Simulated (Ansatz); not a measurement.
Ansatz (an electronic-structure program) input (PBE/def2-TZVPP):

Ansatz 0.2 input:
```yaml
crystal:
  periodic: [false, false, false]
  atoms:
    - {symbol: O, position_ang: [-1.05073224, -0.47616366, -0.00735618]}
    - {symbol: C, position_ang: [-0.07562986, 0.30382496, 0.00787443]}
    - {symbol: O, position_ang: [1.15136738, 0.07188593, -0.00312174]}
    - {symbol: H, position_ang: [-0.35130198, 1.41127208, 0.03657684]}
basis:
  gaussian:
    orbitals: def2-TZVPP
    final_grid: {core_spheres: 10, valence_spheres: 9, degree: 29}
hamiltonian:
  xc: {name: PBE}
total_charge: -1
magnetization: {spin_polarized: false}
```

Output:

```
Functional definition: PBE
integrals: 0.02 GiB planned
541 factors; their error is unknown
mean field: 0.23 GiB planned
mean field evaluation 1: about -5144.7580 eV, gradient 1.8e1 eV
mean field evaluation 2: about -5143.5259 eV, gradient 3.3e1 eV
mean field evaluation 4: about -5145.3002 eV, gradient 1.2e0 eV
mean field evaluation 8: about -5145.2933 eV, gradient 2.2e-2 eV
mean field evaluation 16: about -5145.2933 eV, gradient 1.1e-5 eV
mean field -5145.29333829 eV, -189.0860425773 hartree, gradient 1.1e-5 eV, S^2 0.000000; 0 other end points of the search recorded, 0 dependent functions left out
reference -5145.29336220 eV, -189.0860434558 hartree; 12, 12 occupied and 95, 95 virtual orbitals, 541 factors
Total energy: -5145.29336220 eV, -189.0860434558 hartree
```
